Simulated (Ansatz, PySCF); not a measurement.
Species: HO (charge 0, doublet). SMILES: [OH]
Geometry: optimised at B3LYP-D3(BJ)/def2-TZVP (Ansatz, a quantum-chemistry and plane-wave program).

PBE beside other levels, property by property. Valence correlation only, unless marked. UHF or UKS for open shells. No spin-orbit coupling. No relativistic terms. CBS marks a two-point X^-3 extrapolation of the correlation energy; Hartree-Fock from the larger set (for Q and 5 zeta extrapolated as (X+1)exp(-9√X)). Rows marked 298 K are enthalpies with B3LYP-D3(BJ) harmonic zero-point and thermal terms from PySCF. Enthalpies of formation rest on the atoms' values in the G2/97 table (older ones for B and Si), with no core term in the frozen-core levels. Vertical energies are electronic, to the SCF solution reached for that spin. Anions need diffuse functions, of which def2-TZVPD holds fewer than the aug- sets. The coupled-cluster column (Ansatz) is a level with limits of its own: (a) CCSD(T)/CBS(aug-cc-pVTZ,aug-cc-pVQZ); (b) CCSD(T)/CBS(cc-pVQZ,cc-pV5Z).

| property | PBE/def2-TZVPD (Ansatz) | r2SCAN/def2-TZVPD (Ansatz) | B3LYP-D3(BJ)/def2-TZVPD (Ansatz + dftd3) | CCSD(T)/aug-cc-pVTZ (Ansatz) | coupled cluster | measured |
|---|---|---|---|---|---|---|
| vertical electron affinity to the singlet (eV) | 1.97 | 1.64 | 1.85 | 1.74 | 1.83 (a) | - |
| enthalpy of formation at 298 K by atomisation (kcal/mol) | 6.6 | 8.2 | 8.3 | 11.2 | 8.8 (b) | 9.4 |
| vertical ionisation energy to the triplet (eV) | 13.27 | 13.12 | 13.31 | 12.96 | 13.09 (a) | - |

Measured values: G2/97 table in ASE (Curtiss et al.); they hold spin-orbit effects, which all levels lack, and core correlation, which the frozen-core levels lack. This is an older compilation, not checked against later work.

As the rows show:
- vertical electron affinity to the singlet: PBE lies 0.14 eV above coupled cluster.
- enthalpy of formation at 298 K by atomisation: PBE lies 2.8 kcal/mol below the measured value.
- vertical ionisation energy to the triplet: PBE lies 0.18 eV above coupled cluster.
